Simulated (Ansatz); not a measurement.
# A geometry optimisation of BFHSi with r2SCAN-D4/def2-SVP

The starting geometry of this gas-phase doublet was optimised with GFN2-xTB.

```xyz
4

B     0.3191   -0.7134   -0.5628
F    -0.9652   -0.8640   -0.1432
Si    1.6754   -0.3290    0.7579
H     0.4628   -0.8398   -1.7330
```

Q: Where would you expect an optimisation with r2SCAN-D4/def2-SVP to take it?

A: A new bond forms, giving a structure with H4 bridging B1 and Si3, given below by its coordinates. Distances that change by over a tenth: B1–H4 (1.19 → 1.47 Å). Contacts that close: Si3–H4 (2.82 → 1.68 Å).

The energy falls by 0.48 eV over 16 steps:

```json
{"step": "1", "E − E(last) (eV)": "0.478"}
{"step": "3", "E − E(last) (eV)": "0.393"}
{"step": "4", "E − E(last) (eV)": "0.390"}
{"step": "6", "E − E(last) (eV)": "0.375"}
{"step": "8", "E − E(last) (eV)": "0.313"}
{"step": "9", "E − E(last) (eV)": "0.184"}
{"step": "11", "E − E(last) (eV)": "0.026"}
{"step": "13", "E − E(last) (eV)": "0.000"}
{"step": "14", "E − E(last) (eV)": "0.000"}
{"step": "16", "E − E(last) (eV)": "0.000"}
```

Final geometry (Å):

```yaml
atoms:
  - { symbol: B, position_ang: [-0.0073, -0.7185, -0.1417] }
  - { symbol: F, position_ang: [-1.2553, -0.9539, -0.4144] }
  - { symbol: Si, position_ang: [1.8151, -0.3875, 0.1399] }
  - { symbol: H, position_ang: [0.9396, -0.6863, -1.2649] }
```

Frequencies at the end are all real (lowest 279 cm⁻¹). Open shells are spin-unrestricted. Run with Ansatz 0.2.0, 2.6 min on 1 thread of AMD EPYC (Zen 3), on a shared host.
